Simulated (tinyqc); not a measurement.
Inside a calculation. Method: MP2 on RHF in the sto-3g basis, for CH3-, spin multiplicity 1. The basis has no diffuse functions, so it cannot describe the extra electron: this is an exercise in the method, not the real anion. One step of it, computed by the program tinyqc.

Question. Orthogonalisation. S = U s U^T; symmetric (Loewdin) form X = U s^(-1/2) U^T, so that X^T S X = 1.

overlap S, lower triangle:
```
           1C 1s     1C 2s     1C 2px     1C 2py     1C 2pz     2H 1s     3H 1s     4H 1s
1C 1s   1.000000
1C 2s   0.248362  1.000000
1C 2px  0.000000  0.000000   1.000000
1C 2py  0.000000  0.000000   0.000000   1.000000
1C 2pz  0.000000  0.000000   0.000000   0.000000   1.000000
2H 1s   0.050101  0.438390   0.433441   0.000000  -0.011358  1.000000
3H 1s   0.050022  0.438022  -0.216653   0.375118  -0.011345  0.109818  1.000000
4H 1s   0.050022  0.438022  -0.216653  -0.375118  -0.011345  0.109818  0.109763  1.000000
```

Give: eigenvalues of S; X.

Answer.

eigenvalues of S: 0.316  0.411  0.412  0.969  1.001  1.478  1.479  1.933

X, lower triangle:
```
         1C 1s   1C 2s  1C 2px  1C 2py  1C 2pz   2H 1s   3H 1s  4H 1s
1C 1s    1.028
1C 2s   -0.161   1.330
1C 2px   0.000   0.000   1.153
1C 2py   0.000   0.000   0.000   1.153
1C 2pz   0.001  -0.008   0.000   0.000   1.000
2H 1s    0.024  -0.288  -0.299   0.000   0.007   1.204
3H 1s    0.024  -0.287   0.149  -0.259   0.007  -0.025   1.204
4H 1s    0.024  -0.287   0.149   0.259   0.007  -0.025  -0.025  1.204
```
